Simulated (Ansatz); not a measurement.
Reaction (SMILES): C#C (C2H2) + 3 [H][H] (H2) → 2 C (CH4)
B3LYP-D3(BJ)/def2-TZVP geometries, fixed; electronic energies without zero-point terms.
Largest species:
```xyz
5

C      0.0000     0.0000     0.0000
H      0.6205     0.6269     0.6390
H     -0.6429    -0.6249     0.6185
H      0.6369    -0.6328    -0.6166
H     -0.6146     0.6308    -0.6409
```

Effect of the final integration grid (spheres per factor e of radius in core and valence, angular degree) at PBE0/cc-pVTZ with Ansatz (an electronic-structure program), against the last row, where the energy of full hydrogenation is -118.33 kcal/mol. The default's grid is 13, 11, 36.

```json
[
 {"setting": "accuracy: medium (default)", "largest shift of a total energy (mEh)": "0.000", "shift of the energy of full hydrogenation (kcal/mol)": "0.000"},
 {"setting": "final_grid: 4, 3, 11", "largest shift of a total energy (mEh)": "1.871", "shift of the energy of full hydrogenation (kcal/mol)": "-1.410"},
 {"setting": "final_grid: 6, 5, 17", "largest shift of a total energy (mEh)": "-0.123", "shift of the energy of full hydrogenation (kcal/mol)": "-0.082"},
 {"setting": "final_grid: 8, 7, 23", "largest shift of a total energy (mEh)": "-0.029", "shift of the energy of full hydrogenation (kcal/mol)": "-0.035"},
 {"setting": "final_grid: 10, 9, 29", "largest shift of a total energy (mEh)": "-0.003", "shift of the energy of full hydrogenation (kcal/mol)": "-0.003"},
 {"setting": "final_grid: 18, 15, 47", "largest shift of a total energy (mEh)": "0.000", "shift of the energy of full hydrogenation (kcal/mol)": "0.000"},
 {"setting": "final_grid: 26, 22, 59", "largest shift of a total energy (mEh)": "0.000", "shift of the energy of full hydrogenation (kcal/mol)": "0.000"}
]
```

Within 0.3 kcal/mol in the energy of full hydrogenation: accuracy: medium (default); final_grid: 6, 5, 17; final_grid: 8, 7, 23; final_grid: 10, 9, 29; final_grid: 18, 15, 47. The largest shift is 1.871 mEh in a total energy and 1.410 kcal/mol in the difference.
